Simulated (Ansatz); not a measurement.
## Worked example: building the atomization energy of CH2Cl2, singlet

Measured: the G2/97 heats of formation, with zero-point and thermal terms from B3LYP taken off, give an electronic atomization energy of 369.7 kcal/mol (Curtiss et al., J. Chem. Phys. 106, 1063 (1997); Staroverov et al., J. Chem. Phys. 119, 12129 (2003)). The calculation below tries to reproduce it.

Geometry (MP2(full)/6-31G*, from the G2/97 set):

```xyz
5

C     0.0000    0.0000    0.7994
Cl    0.0000    1.4742   -0.1757
Cl    0.0000   -1.4742   -0.1757
H    -0.8946    0.0000    1.4166
H     0.8946    0.0000    1.4166
```

Atomization energies (atoms less molecule, kcal/mol) from Ansatz 0.2.0, frozen cores, restricted molecule, unrestricted atoms, sets cc-pV(D+d)Z, cc-pV(T+d)Z, cc-pV(Q+d)Z:

| level | DZ | TZ | QZ |
| --- | --- | --- | --- |
| HF | 255.69 | 261.82 | 262.33 |
| CCSD(T) | 338.14 | 358.59 | 365.89 |
| CCSDT | 338.04 | 358.01 | – |
| CCSDT(Q) | 338.45 | 358.57 | – |

**Question.** Extrapolate Hartree–Fock with exp(−5.46 √X) and the CCSD(T) correlation part with X⁻³ (X = 3, 4), add each higher step from the largest set that has it, and compare with the measured value.

**Answer.** Hartree–Fock: 262.33 + (262.33 − 261.82) × 0.301 = 262.48.
Correlation: TZ 96.77, QZ 103.56; (64 × 103.56 − 27 × 96.77) / 37 = 108.51.
Full triples (TZ): 358.01 − 358.59 = -0.58.
(Q) (TZ): 358.57 − 358.01 = 0.56.
Sum: 371.0 kcal/mol, 1.3 above the measured 369.7.

The steps beyond CCSD(T) add -0.02 kcal/mol, while going from QZ to the limit adds 5.10. Core correlation, scalar relativity, spin–orbit terms and the relaxation from this MP2 geometry are missing from the sum, and the measured value has its own uncertainty.
